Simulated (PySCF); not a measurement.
Working with the constants of SF⁺

UHF-CCSD(T) constants of SF⁺, ³Σ⁻ (triplet), unpaired electrons π ↑↑ (PySCF, no relativity, basis sets S def2-TZVPPD, F def2-TZVPPD; masses 31.9721 and 18.9984 u):

- ωe: 1014.4 cm⁻¹
- ωexe: 5.77 cm⁻¹
- Be: 0.61736 cm⁻¹
- αe: 0.00487 cm⁻¹
- De to S⁺ + F: 3.55 eV

What force constant and bond length do these constants imply?

Reduced mass μred = 11.917 u; k = 5.8918×10⁻⁷·μred·ωe² (u, cm⁻¹, mdyn/Å) = 7.23 mdyn/Å; Re = √(16.8576/(μred·Be)) (u, cm⁻¹, Å) = 1.514 Å.

Estimate the centrifugal constant D from the Kratzer relation and find the Dunham coefficient a1.

D = 4Be³/ωe² = 9.15e-07 cm⁻¹; a1 = −1 − αeωe/(6Be²) = -3.16.

Correlated steps freeze 6 core orbitals. For an ion De counts to the pair picked by the measured ionisation energies or electron affinities, which need not be the lowest pair at this level. The state was picked by a PBE0 search and need not be the measured ground state.
